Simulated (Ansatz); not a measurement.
# Acetonitrile (C2H3N): taking an electron away

The task here is to estimate one member of a computed series from the others.

Program: Ansatz 0.2.0, Gaussian basis. Level of theory: unrestricted cation, the program's frozen cores in correlated methods. These are calculated values, not measurements.

The runs, in order: UKS PBE-D4/def2-TZVPP; UKS r2SCAN-D4/def2-TZVPP; UKS PBE0-D4/def2-TZVPP; UKS B3LYP-D4/def2-TZVPP; UKS wB97X-V/def2-TZVPP; UKS wB97M-V/def2-TZVPP; UKS B2PLYP/def2-TZVPP; UHF-CCSD(T)/def2-TZVPP; UHF-MP2/def2-QZVPP; extrapolation to the limit; then −ε(HOMO) from the neutral's earlier runs with LDA (SPW92), PBE-D4, revPBE-D4, BLYP-D4, r2SCAN-D4, B97M-V, PBE0-D4, B3LYP-D4, r2SCANh-D4, r2SCAN0-D4, HSE06-D4, BHLYP-D4, CAM-B3LYP-D4, LC-ωPBE, ωB97X-V, ωB97M-V.

## Structure used throughout

The geometry comes from an earlier relaxation with PBE0-D4 in a triple-zeta def2 set; it is a stationary point.

SMILES `CC#N`, 6 atoms, charge 0, spin multiplicity 1.

Atoms are counted from 1 here; the program's logs count them from 0.

Bond lengths: C1–C2 1.449 Å, C1–H4 1.091 Å, C1–H5 1.091 Å, C1–H6 1.091 Å, C2–N3 1.149 Å. Angles: C2–C1–H4 110.1°, C2–C1–H5 110.1°, C2–C1–H6 110.1°, H4–C1–H5 108.8°, H4–C1–H6 108.8°, H5–C1–H6 108.8°, C1–C2–N3 180.0°.

Set-up of the first run:

in.yaml reads:

```yaml
crystal:
  periodic: [false, false, false]
  atoms:
    - {symbol: C, position_ang: [-0.273844, 0.324656, -0.221978]}
    - {symbol: C, position_ang: [0.561820, -0.672985, 0.415662]}
    - {symbol: N, position_ang: [1.224360, -1.464067, 0.921057]}
    - {symbol: H, position_ang: [0.123300, 0.572125, -1.207504]}
    - {symbol: H, position_ang: [-1.290000, -0.055354, -0.337057]}
    - {symbol: H, position_ang: [-0.303537, 1.231625, 0.383621]}
basis:
  gaussian: {orbitals: def2-TZVPP}
total_charge: 1
magnetization: {spin_polarized: true, initial_magnetization: 1}
hamiltonian: {xc: pbe, dispersion: d4}
```

Command:

```console
$ ansatz run in.yaml --threads 4 --pin off --events-out ev --progress --plain --max-ram 10444MiB
```

Steps of the session up to this table: Cation, UKS PBE-D4/def2-TZVPP; Cation, UKS r2SCAN-D4/def2-TZVPP; Cation, UKS PBE0-D4/def2-TZVPP; Cation, UKS B3LYP-D4/def2-TZVPP; Cation, UKS wB97X-V/def2-TZVPP; Cation, UKS wB97M-V/def2-TZVPP; Cation, UKS B2PLYP (frozen core)/def2-TZVPP; Cation, UHF-CCSD(T)/def2-TZVPP; Cation, UHF-MP2/def2-QZVPP.

One table of the session follows, with a row left open; its other results are not shown here.

It belongs to the step «Ionisation energies side by side». For comparison, −ε(HOMO) of the neutral from earlier runs:

```
  functional  −ε(HOMO) (eV)
 LDA (SPW92)           8.28
      PBE-D4           8.10
   revPBE-D4           8.04
     BLYP-D4           7.96
   r2SCAN-D4           8.37
      B97M-V           8.35
     PBE0-D4           9.47
    B3LYP-D4           9.22
  r2SCANh-D4           8.88
  r2SCAN0-D4           9.66
    HSE06-D4           9.06
    BHLYP-D4          10.71
CAM-B3LYP-D4          10.92
     LC-ωPBE          12.40
     ωB97X-V              ?
     ωB97M-V          11.81
```

Estimate the missing values for ωB97X-V.

The run gave: −ε(HOMO) (eV): 11.94. In the column «−ε(HOMO) (eV)» it lies between ωB97M-V (11.81) and LC-ωPBE (12.40).
